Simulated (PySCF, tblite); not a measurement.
# A complex of phosphonium and 2 × hydrogen chloride

A gas-phase complex of phosphonium and 2 × hydrogen chloride; charge +1, singlet. The structure comes from a short search (6 tight-binding starts) and was relaxed by PBE0-D3(BJ)/def2-SVPD; another way of binding may lie lower. Frequencies by PBE0-D3(BJ)/def2-SVPD show no clear imaginary mode.

Parts: 1 = phosphonium ([PH4+]), atoms 1–5, charge +1; 2 = hydrogen chloride (Cl), atoms 6–7; 3 = hydrogen chloride (Cl), atoms 8–9.

```xyz
9

P    -0.009   -0.113    0.053
H    -0.676    1.080   -0.280
H     0.551   -0.031    1.358
H    -0.944   -1.168   -0.006
H     0.990   -0.367   -0.905
Cl    1.329    0.423    3.505
H     2.558    0.020    3.522
Cl    2.138    2.293    0.421
H     2.529    2.781   -0.712
```
(Å; atoms numbered from 1)

Contacts between parts, classed by geometry: H3···Cl6 2.328 Å (weak hydrogen bond, 171°); H4–P1···Cl8 3.245 Å (pnictogen bond, 176°).

Interaction energies are complex less parts, with the parts frozen as they stand in it; counterpoise-corrected, in kcal/mol (PySCF).

(1) Give the interaction energy at each level run.

(2) What holds them together? Decompose the wB97M-D3(BJ)/def2-TZVPD energy: frozen parts, their antisymmetrised product, then relaxation.

(3) Are the pair energies additive?

The parts were also relaxed and run alone, at the levels used for the complex: vibrations by PBE0-D3(BJ)/def2-SVPD; shieldings by PBE0/pcSseg-2.

Values alone: P1–H3 bond (Å): 1.409; stretch carried by H3 (cm⁻¹, harmonic): 2510, 2561, 2561, 2562; its infrared intensity (km/mol): 0, 38, 38, 38; shielding of H3 (ppm): 25.15; shielding of Cl6 (ppm): 938.5; shielding of P1 (ppm): 435.3; shielding of Cl8 (ppm): 938.5.

(4) How do these values change when the complex forms?

(5) What are the binding energy from relaxed parts (wB97M-D3(BJ)/def2-TZVPD), and ΔH and ΔG of association at 298.15 K and 1 atm?

Answers

(1) 
```
                  level  interaction  superposition error removed
wB97M-D3(BJ)/def2-TZVPD       -12.51                        -0.19
 PBE0-D3(BJ)/def2-TZVPD       -13.78                        -0.20
```

(2) electrostatic -11.9, Pauli repulsion +13.3, orbital relaxation -11.5, dispersion correction -2.6 kcal/mol, which sum to the value before the counterpoise correction; the Pauli term holds the exchange-correlation of the frozen density too. Of the attraction, 46 % is electrostatic, 44 % is orbital relaxation, 10 % is dispersion correction.

(3) The pairs sum to -13.04 kcal/mol (1–2 -5.6, 1–3 -6.9, 2–3 -0.5); the rest of +0.54 is a many-body weakening.

(4) 
| property | alone | in the complex | change |
| --- | --- | --- | --- |
| P1–H3 bond (Å) | 1.409 | 1.423 | +0.013 |
| stretch carried by H3 (cm⁻¹, harmonic) | 2510, 2561, 2561, 2562 | 2371 | -177 from the mean |
| its infrared intensity (km/mol) | 0, 38, 38, 38 | 505 |  |
| shielding of H3 (ppm) | 25.15 | 21.76 | -3.39 |
| shielding of Cl6 (ppm) | 938.5 | 890.5 | -48.0 |
| shielding of P1 (ppm) | 435.3 | 435.2 | 0.0 |
| shielding of Cl8 (ppm) | 938.5 | 909.2 | -29.3 |

(5) -12.19 kcal/mol, -10.08 with zero-point energy; ΔH -10.3 and ΔG +2.7 kcal/mol, from harmonic vibrations by PBE0-D3(BJ)/def2-SVPD with low modes damped.

The 4 runs behind this took 8.3 min in all, one thread each of Arm Neoverse V1 on a shared host, launched as `OMP_NUM_THREADS=1 python cluster_run.py task.json out`.
